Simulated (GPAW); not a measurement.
**C2H3F2 (SMILES F[CH]CF): UOLYP-D4/dzp (scalar-relativistic datasets)**

Wanted: a structure relaxation of C2H3F2. 

The calculation is run with GPAW 26.7.0.

**1. The molecule**

C2H3F2: 7 atoms, total charge 0, spin state doublet. SMILES: `F[CH]CF`. The coordinates come from a GFN2-xTB relaxation. This is one conformer, not always the lowest. The run starts from this shape.

Bond lengths: F1–C2 1.340 Å, C2–C3 1.473 Å, C3–F4 1.371 Å, C2–H5 1.074 Å, C3–H6 1.107 Å, C3–H7 1.098 Å. Angles: F1–C2–C3 117.1°, C2–C3–F4 110.2°, F1–C2–H5 115.3°, C3–C2–H5 125.1°, C2–C3–H6 113.2°, C2–C3–H7 110.9°, F4–C3–H6 105.7°, F4–C3–H7 107.8°, H6–C3–H7 108.7°.

**2. A geometry optimisation at UOLYP-D4/dzp (scalar-relativistic datasets)**

File c2h3f2.sdf:

```

     RDKit          3D

  7  6  0  0  0  0  0  0  0  0999 V2000
   -0.9291    1.3592   -0.9084 F   0  0  0  0  0  0  0  0  0  0  0  0
   -0.7770    0.1720   -0.3064 C   0  0  0  0  0  3  0  0  0  0  0  0
    0.5693   -0.1603    0.1910 C   0  0  0  0  0  0  0  0  0  0  0  0
    0.6958   -1.5167    0.3478 F   0  0  0  0  0  0  0  0  0  0  0  0
   -1.6873   -0.3021    0.0098 H   0  0  0  0  0  0  0  0  0  0  0  0
    0.7875    0.2780    1.1834 H   0  0  0  0  0  0  0  0  0  0  0  0
    1.3407    0.1699   -0.5172 H   0  0  0  0  0  0  0  0  0  0  0  0
  2  1  1  0
  3  2  1  0
  4  3  1  0
  5  2  1  0
  6  3  1  0
  7  3  1  0
M  RAD  1   2   2
M  END
$$$$
```

File c2h3f2_relax.py:

```python
from ase.calculators.mixing import SumCalculator
from ase.io import read, write
from ase.optimize import QuasiNewton
from dftd4.ase import DFTD4
from gpaw import GPAW, setup_paths
from gpaw.atom.configurations import parameters
from gpaw.atom.generator import Generator

mol = read('c2h3f2.sdf')
mol.set_cell([10.0, 10.0, 10.0])
mol.center()
mol.set_initial_magnetic_moments([1.0, 0.0, 0.0, 0.0, 0.0, 0.0, 0.0])

for symbol in ['C', 'F', 'H']:
    Generator(symbol, xcname='GGA_X_OPTX+GGA_C_LYP', scalarrel=True, nofiles=True, txt=None).run(**parameters[symbol])
setup_paths.insert(0, '.')

gpaw_calc = GPAW(mode='lcao',
                 basis='dzp',
                 h=0.2,
                 xc='GGA_X_OPTX+GGA_C_LYP',
                 occupations={'name': 'fermi-dirac', 'width': 0.01, 'fixmagmom': True},
                 maxiter=100,
                 poissonsolver={'name': 'MomentCorrectionPoissonSolver', 'poissonsolver': 'fast', 'moment_corrections': 9},
                 symmetry='off',
                 txt='-')
mol.calc = SumCalculator([DFTD4(method='OLYP'), gpaw_calc])

opt = QuasiNewton(mol, trajectory='c2h3f2.traj')
converged = opt.run(fmax=0.02, steps=40)
print('Converged:', converged)
print(f'Final energy = {mol.get_potential_energy():.5f} eV')
print(f'r(C2-C1) = {mol.get_distance(2, 1):.4f} Ang')
print(f'r(H6-C2) = {mol.get_distance(6, 2):.4f} Ang')
write('relaxed.xyz', mol)
```

Launch:

```bash
$ python c2h3f2_relax.py > c2h3f2_relax.log
```

Log:

```text
__  _  _
 | _ |_)|_||  |
 |__||  | ||/\| - 26.7.0

units:  Angstrom and eV
cores:  1
OpenMP: False

Versions:
  Python: 3.12.14
  ASE:    3.29.0
  Numpy:  2.5.5
  Scipy:  1.18.1
  Libxc:  7.0.0

        _gpaw.cpython-312-aarch64-linux-gnu.so

Input parameters:
  mode=LCAO(),
  basis={'default': 'dzp'},
  h=0.2,
  maxiter=100,
  occupations=Occupations(name='fermi-dirac', width=0.01, fixmagmom=True),
  poissonsolver=PoissonSolver(name='MomentCorrectionPoissonSolver', poissonsolver='fast', moment_corrections=9),
  symmetry=Symmetry(point_group=False, time_reversal=False),
  xc=XC(name='GGA_X_OPTX+GGA_C_LYP')
       .------------------------.
      /|                        |
     / |                        |
    /  |                        |
   /   |                        |
  /    |                        |
 *     |                        |
 |     |                        |
 |     |           H            |
 |     |     H C  C             |
 |     |          F H           |
 |     |                        |
 |     .------------------------.
 |    /                        /
 |   /                        /
 |  /                        /
 | /                        /
 |/                        /
 *------------------------*

Atoms  # Å, Bohr magnetons
|   | symbol |        x |        y |        z |    initial magnetic moments |
|---|--------|----------|----------|----------|-----------------------------|
| 0 |      F | 4.244200 | 6.437950 | 3.954100 | ( 0.0000,  0.0000,  1.0000) |
| 1 |      C | 4.396300 | 5.250750 | 4.556100 | ( 0.0000,  0.0000,  0.0000) |
| 2 |      C | 5.742600 | 4.918450 | 5.053500 | ( 0.0000,  0.0000,  0.0000) |
| 3 |      F | 5.869100 | 3.562050 | 5.210300 | ( 0.0000,  0.0000,  0.0000) |
| 4 |      H | 3.486000 | 4.776650 | 4.872300 | ( 0.0000,  0.0000,  0.0000) |
| 5 |      H | 5.960800 | 5.356750 | 6.045900 | ( 0.0000,  0.0000,  0.0000) |
| 6 |      H | 6.514000 | 5.248650 | 4.345300 | ( 0.0000,  0.0000,  0.0000) |

Unit cell  # Å
| periodic |         x |         y |         z |   lengths |    angles |
|----------|-----------|-----------|-----------|-----------|-----------|
|       no | 10.000000 |  0.000000 |  0.000000 | 10.000000 | 90.000000 |
|       no |  0.000000 | 10.000000 |  0.000000 | 10.000000 | 90.000000 |
|       no |  0.000000 |  0.000000 | 10.000000 | 10.000000 | 90.000000 |

Number of symmetries: 1
Symmetry operations  # r_c * U_cc + t_c -> r_c
|   | kind |            matrix            |
|---|------|------------------------------|
| 0 |  E   |  1, 0, 0,  0, 1, 0,  0, 0, 1 |

BZ-sampling:
  Number of BZ points: 1
  Number of IBZ points: 1

  Monkhorst-Pack size: [1, 1, 1]
  Monkhorst-Pack shift: [0, 0, 0]

K-points  # in reciprocal-cell coordinates
|   |                                coordinates |     weight |
|---|--------------------------------------------|------------|
| 0 | (  0.00000000,   0.00000000,   0.00000000) | 1.00000000 |

basis functions: 67
Spin-components: 2 (collinear spins)
Bands:           19
Projectors:      29
Spin-degeneracy: 1
Datatype:        <class 'float'>

  Storage: CPU
  Wave functions: 20_368 bytes (20_368 per core)

Parallelization:
  kpt:    1
  domain: 1
  band:   1

Density:
  Valence electrons: 25.0
  Components: 2
  Grid points: [48 48 48]
  Charge: 0.0  # |e|

Potential:
  Grid points: [48 48 48]

species:
  F:
    name:    Fluorine
    Z:       9.0
    valence: 7
    core:    2
    charge:  0.0  # [|e|]
    file:    F.GGA_X_OPTX+GGA_C_LYP
    compensation charges:
      type: gauss
      rc: 0.20  # [Å]
      lmax: 2
    cutoffs:
      filter: 1.14  # [Å]
      core: 0.74  # [Å]
    projectors
    | kind |    occ | energy [eV] | rcut [Å] |
    |------|--------|-------------|----------|
    |   2s |  2.000 |     -30.129 |    0.635 |
    |   2p |  5.000 |     -11.093 |    0.635 |
    |    s |        |      -2.917 |    0.635 |
    |    p |        |      16.118 |    0.635 |
    |    d |        |       0.000 |    0.635 |

    LCAO basis set for F:
      Name: dzp
      File: F.dzp.basis.gz
      Number of radial functions: 5
      Number of spherical harmonics: 13
        l=0, rc=3.8594 Bohr: 2s-sz confined orbital
        l=1, rc=4.8750 Bohr: 2p-sz confined orbital
        l=0, rc=2.0156 Bohr: 2s-dz split-valence wave
        l=1, rc=2.6094 Bohr: 2p-dz split-valence wave
        l=2, rc=4.8750 Bohr: d-type Gaussian polarization
      Number of RI-basis functions 0

  C:
    name:    Carbon
    Z:       6.0
    valence: 4
    core:    2
    charge:  0.0  # [|e|]
    file:    C.GGA_X_OPTX+GGA_C_LYP
    compensation charges:
      type: gauss
      rc: 0.20  # [Å]
      lmax: 2
    cutoffs:
      filter: 1.14  # [Å]
      core: 1.14  # [Å]
    projectors
    | kind |    occ | energy [eV] | rcut [Å] |
    |------|--------|-------------|----------|
    |   2s |  2.000 |     -13.806 |    0.635 |
    |   2p |  2.000 |      -5.153 |    0.635 |
    |    s |        |      13.405 |    0.635 |
    |    p |        |      22.059 |    0.635 |
    |    d |        |       0.000 |    0.635 |

    LCAO basis set for C:
      Name: dzp
      File: C.dzp.basis.gz
      Number of radial functions: 5
      Number of spherical harmonics: 13
        l=0, rc=5.5469 Bohr: 2s-sz confined orbital
        l=1, rc=6.6719 Bohr: 2p-sz confined orbital
        l=0, rc=3.0312 Bohr: 2s-dz split-valence wave
        l=1, rc=3.7500 Bohr: 2p-dz split-valence wave
        l=2, rc=6.6719 Bohr: d-type Gaussian polarization
      Number of RI-basis functions 0

[... 31 lines left out ...]
Reference energy: -7527.818070  # eV
[... 13 lines left out ...]
  Fourier metric: weight=20.0, sigma=0.015
[... 69 lines left out ...]
|   |                                coordinates |     weight |
[... 129 lines left out ...]
Reference energy: -7527.818070  # eV
[... 13 lines left out ...]
  Fourier metric: weight=20.0, sigma=0.015
[... 19 lines left out ...]
convergence criteria:
- Maximum [total energy] change in last 3 cyles: 0.0005 eV / valence electron
[... 13 lines left out ...]
Converged in 10 steps
[... 12 lines left out ...]
  Free energy:     -31.387422
[... 2 lines left out ...]
dipole moment: (-0.001482, 0.124941, 0.085539)  # |e|*Ang
[... 86 lines left out ...]
convergence criteria:
- Maximum [total energy] change in last 3 cyles: 0.0005 eV / valence electron
[... 13 lines left out ...]
Converged in 9 steps
[... 12 lines left out ...]
  Free energy:     -30.881535
[... 2 lines left out ...]
dipole moment: (0.008330, 0.193881, 0.115748)  # |e|*Ang
[... 84 lines left out ...]
convergence criteria:
- Maximum [total energy] change in last 3 cyles: 0.0005 eV / valence electron
[... 13 lines left out ...]
Converged in 9 steps
[... 12 lines left out ...]
  Free energy:     -31.447574
[... 2 lines left out ...]
dipole moment: (0.000177, 0.140916, 0.092391)  # |e|*Ang
[... 132 lines left out ...]
convergence criteria:
- Maximum [total energy] change in last 3 cyles: 0.0005 eV / valence electron
[... 13 lines left out ...]
Converged in 5 steps
[... 12 lines left out ...]
  Free energy:     -31.477730
[... 2 lines left out ...]
dipole moment: (0.002444, 0.141220, 0.111551)  # |e|*Ang
[... 85 lines left out ...]
convergence criteria:
- Maximum [total energy] change in last 3 cyles: 0.0005 eV / valence electron
[... 14 lines left out ...]
Converged in 6 steps
[... 12 lines left out ...]
  Free energy:     -31.478041
[... 2 lines left out ...]
dipole moment: (0.001926, 0.139090, 0.110968)  # |e|*Ang
[... 84 lines left out ...]
convergence criteria:
- Maximum [total energy] change in last 3 cyles: 0.0005 eV / valence electron
[... 13 lines left out ...]
Converged in 5 steps
[... 12 lines left out ...]
  Free energy:     -31.478061
[... 2 lines left out ...]
dipole moment: (0.002126, 0.139926, 0.111204)  # |e|*Ang
[... 85 lines left out ...]
convergence criteria:
- Maximum [total energy] change in last 3 cyles: 0.0005 eV / valence electron
[... 13 lines left out ...]
Converged in 5 steps
SCF loop duration: 3.308 s (0.662 s/step)
Energy contributions relative to reference atoms: (reference = -7527.818070)

Energy contributions:
  Kinetic:          36.088576
  Coulomb:         -36.223309
  Zero:              1.303662
  External:          0.000000
  Xc:              -32.647514
  Entropy:          -0.000000
  Spinorbit:         0.000000
  ----------------------------
  Free energy:     -31.478585
  Extrapolated:    -31.478585

dipole moment: (0.003728, 0.139380, 0.111039)  # |e|*Ang

Total magnetic moment: (0.000000, 0.000000, 1.000004)

Local magnetic moments
|        x |        y |         z |
|----------|----------|-----------|
| 0.000000 | 0.000000 |  0.086669 |  # F    0
| 0.000000 | 0.000000 |  0.316248 |  # C    1
| 0.000000 | 0.000000 | -0.009568 |  # C    2
| 0.000000 | 0.000000 |  0.004457 |  # F    3
| 0.000000 | 0.000000 | -0.002391 |  # H    4
| 0.000000 | 0.000000 |  0.020901 |  # H    5
| 0.000000 | 0.000000 |  0.007011 |  # H    6

Fermi levels: -2.284, -4.793
Eigenvalues  # (at kpt = [0.000, 0.000, 0.000])
| band index |      eig [eV] | occ [0-1] |      eig [eV] | occ [0-1] |
|------------|---------------|-----------|---------------|-----------|
|          0 |       -30.748 |     1.000 |       -30.503 |     1.000 |
|        ... |               |           |               |           |
|          5 |       -12.220 |     1.000 |       -11.994 |     1.000 |
|          6 |       -12.009 |     1.000 |       -11.792 |     1.000 |
|          7 |       -11.192 |     1.000 |       -11.057 |     1.000 |
[... 10 lines of this table left out ...]
|         18 |         6.078 |     0.000 |         6.437 |     0.000 |

Gap: 3.570 eV
Transition (v -> c):
  (s=1, k=0, n=12, [0.00, 0.00, 0.00]) -> (s=0, k=0, n=13, [0.00, 0.00, 0.00])
No difference between direct/indirect transitions
vacuum-level: 0.000  # V

Forces  # eV/Ang
|        x |        y |        z |
|----------|----------|----------|
| -0.03366 |  0.05421 | -0.03880 |  # F    0
| -0.04359 |  0.01435 | -0.00969 |  # C    1
|  0.02254 |  0.01624 |  0.01883 |  # C    2
|  0.02034 | -0.06586 | -0.00296 |  # F    3
| -0.01426 |  0.00700 | -0.00959 |  # H    4
|  0.01359 |  0.00027 |  0.01911 |  # H    5
|  0.01759 |  0.00092 |  0.00292 |  # H    6

Force computation time: 0.241  # s
BFGSLineSearch:   18[ 31] hh:mm:ss      -32.001266       0.0299
       .------------------------.
      /|                        |
     / |                        |
    /  |                        |
   /   |                        |
  /    |                        |
 *     |                        |
 |     |                        |
 |     |           H            |
 |     |     H CF C             |
 |     |          F H           |
 |     |                        |
 |     .------------------------.
 |    /                        /
 |   /                        /
 |  /                        /
 | /                        /
 |/                        /
 *------------------------*

Atoms  # Å, Bohr magnetons
|   | symbol |        x |        y |        z |    initial magnetic moments |
|---|--------|----------|----------|----------|-----------------------------|
| 0 |      F | 4.265298 | 6.453490 | 3.953861 | ( 0.0000,  0.0000,  0.0867) |
| 1 |      C | 4.372436 | 5.204636 | 4.488434 | ( 0.0000,  0.0000,  0.3162) |
| 2 |      C | 5.728785 | 4.873877 | 5.018785 | ( 0.0000,  0.0000, -0.0096) |
| 3 |      F | 5.840815 | 3.488433 | 5.175743 | ( 0.0000,  0.0000,  0.0045) |
| 4 |      H | 3.442473 | 4.831301 | 4.959993 | ( 0.0000,  0.0000, -0.0024) |
| 5 |      H | 5.927203 | 5.346293 | 6.017185 | ( 0.0000,  0.0000,  0.0209) |
| 6 |      H | 6.509029 | 5.243230 | 4.310560 | ( 0.0000,  0.0000,  0.0070) |

Unit cell  # Å
| periodic |         x |         y |         z |   lengths |    angles |
|----------|-----------|-----------|-----------|-----------|-----------|
|       no | 10.000000 |  0.000000 |  0.000000 | 10.000000 | 90.000000 |
|       no |  0.000000 | 10.000000 |  0.000000 | 10.000000 | 90.000000 |
|       no |  0.000000 |  0.000000 | 10.000000 | 10.000000 | 90.000000 |

Initialization done in: 0.945 s

convergence criteria:
- Maximum [total energy] change in last 3 cyles: 0.0005 eV / valence electron
- Maximum integral of absolute [dens]ity change: 0.0001 electrons / valence electron
- Maximum integral of absolute [eigenst]ate change: 4e-08 eV^2 / valence electron
maximum number of iterations: 100

SCF iterations
|iter     |     time |      energy | eigst |  dens |  magmom |
|---------|----------|-------------|-------|-------|---------|
|iter:   1| 00:03:19 |  -31.478591c|      c|       |  +1.0000|
|iter:   2| 00:03:19 |  -31.478590c|      c| -3.66 |  +1.0000|
|iter:   3| 00:03:20 |  -31.478586c|      c| -3.69 |  +1.0000|
|iter:   4| 00:03:21 |  -31.478586c|      c| -4.17c|  +1.0000|

Converged in 4 steps
SCF loop duration: 2.466 s (0.616 s/step)
Energy contributions relative to reference atoms: (reference = -7527.818070)

Energy contributions:
  Kinetic:          36.125721
  Coulomb:         -36.251170
  Zero:              1.301674
  External:          0.000000
  Xc:              -32.654811
  Entropy:          -0.000000
  Spinorbit:         0.000000
  ----------------------------
  Free energy:     -31.478586
  Extrapolated:    -31.478586

dipole moment: (0.003741, 0.139758, 0.111252)  # |e|*Ang

Total magnetic moment: (0.000000, 0.000000, 0.999988)

Local magnetic moments
|        x |        y |         z |
|----------|----------|-----------|
| 0.000000 | 0.000000 |  0.086666 |  # F    0
| 0.000000 | 0.000000 |  0.316218 |  # C    1
| 0.000000 | 0.000000 | -0.009576 |  # C    2
| 0.000000 | 0.000000 |  0.004514 |  # F    3
| 0.000000 | 0.000000 | -0.002390 |  # H    4
| 0.000000 | 0.000000 |  0.020910 |  # H    5
| 0.000000 | 0.000000 |  0.007009 |  # H    6

Fermi levels: -2.284, -4.793
Eigenvalues  # (at kpt = [0.000, 0.000, 0.000])
| band index |      eig [eV] | occ [0-1] |      eig [eV] | occ [0-1] |
|------------|---------------|-----------|---------------|-----------|
|          0 |       -30.748 |     1.000 |       -30.504 |     1.000 |
|        ... |               |           |               |           |
|          5 |       -12.221 |     1.000 |       -11.995 |     1.000 |
|          6 |       -12.008 |     1.000 |       -11.791 |     1.000 |
|          7 |       -11.191 |     1.000 |       -11.055 |     1.000 |
[... 10 lines of this table left out ...]
|         18 |         6.086 |     0.000 |         6.444 |     0.000 |

Gap: 3.569 eV
Transition (v -> c):
  (s=1, k=0, n=12, [0.00, 0.00, 0.00]) -> (s=0, k=0, n=13, [0.00, 0.00, 0.00])
No difference between direct/indirect transitions
vacuum-level: 0.000  # V

Forces  # eV/Ang
|        x |        y |        z |
|----------|----------|----------|
| -0.03235 |  0.05193 | -0.03606 |  # F    0
| -0.04346 |  0.02068 | -0.01352 |  # C    1
|  0.03147 |  0.00524 |  0.01936 |  # C    2
|  0.03515 | -0.05034 |  0.00355 |  # F    3
| -0.02469 |  0.00370 | -0.00597 |  # H    4
|  0.01105 | -0.00134 |  0.02230 |  # H    5
|  0.02879 | -0.00050 | -0.00016 |  # H    6

Force computation time: 0.240  # s
BFGSLineSearch:   19[ 32] hh:mm:ss      -32.001335       0.0158
Converged: True
Final energy = -32.00133 eV
r(C2-C1) = 1.4934 Ang
r(H6-C2) = 1.1166 Ang
```

Run time: 3.4 min. Hardware: 1 thread of Arm Neoverse V1, shared host; peak memory 0.57 GiB.

Steps, from the record of the run:

```csv
step,energy from the first frame kept (eV),largest force (eV/Å)
0,0.0000,1.4233
1,-0.0567,0.9049
2,-0.0714,0.2421
3,-0.0733,0.1885
4,-0.0774,0.2414
5,-0.0784,0.1118
6,-0.0813,0.1584
7,-0.0827,0.1805
8,-0.0848,0.1757
9,-0.0855,0.1224
10,-0.0859,0.0496
11,-0.0860,0.0346
12,-0.0862,0.0463
13,-0.0867,0.0597
14,-0.0870,0.0488
15,-0.0876,0.0686
16,-0.0879,0.0727
17,-0.0881,0.0583
18,-0.0882,0.0299
19,-0.0883,0.0158
```

After the run. Bond lengths: F1–C2 1.363 Å, C2–C3 1.493 Å, C3–F4 1.399 Å, C2–H5 1.108 Å, C3–H6 1.122 Å, C3–H7 1.117 Å. Angles: F1–C2–C3 114.4°, C2–C3–F4 109.4°, F1–C2–H5 114.2°, C3–C2–H5 122.5°, C2–C3–H6 112.5°, C2–C3–H7 109.6°, F4–C3–H6 107.6°, F4–C3–H7 110.0°, H6–C3–H7 107.5°.

**3. Summary of results**

Level: UOLYP-D4/dzp (scalar-relativistic datasets).

```
                                              quantity          value
energy as printed (from the program's reference atoms)    -32.0013 eV
                                         dipole moment         0.86 D
                    HOMO energy (highest over α and β)       -4.54 eV
                     LUMO energy (lowest over α and β)       -2.45 eV
                                     dispersion energy  -50.44 kJ/mol
```

What this shows: At the final geometry: Bond lengths: F1–C2 1.363 Å, C2–C3 1.493 Å, C3–F4 1.399 Å, C2–H5 1.108 Å, C3–H6 1.122 Å, C3–H7 1.117 Å. Angles: F1–C2–C3 114.4°, C2–C3–F4 109.4°, F1–C2–H5 114.2°, C3–C2–H5 122.5°, C2–C3–H6 112.5°, C2–C3–H7 109.6°, F4–C3–H6 107.6°, F4–C3–H7 110.0°, H6–C3–H7 107.5°. The optimisation took 19 steps and changed the energy by -0.088 eV.
